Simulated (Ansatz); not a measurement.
Basis-set extrapolation for BFH$_{3}$N, SMILES `NBF` (PBE0-D4/def2-TZVP geometry, frozen core, the Gaussian-basis code of Ansatz). Multiplicity 1, RHF reference.

```csv
,def2-TZVPP,def2-QZVPP
HF,-180.506822,-180.515412
MP2 correlation,-0.564626,-0.611173
CCSD(T) correlation,-0.599992,-0.643664
```

Energies in hartree. Use E(X) = E(∞) + A·exp(−7.88·√X) for Hartree–Fock and E(X) = E(∞) + B·X^(−2.97) for correlation, with X = 3 and 4.

Question: What is the CCSD(T) energy at the basis-set limit?

Answer: HF limit: -180.515412 + (-0.008590) × 0.13774 = -180.51660. Correlation limit: -0.643664 + (-0.043672) × 0.74074 = -0.67601. Total: -181.19261 hartree, 53.8 kcal/mol below CCSD(T)/def2-TZVPP.
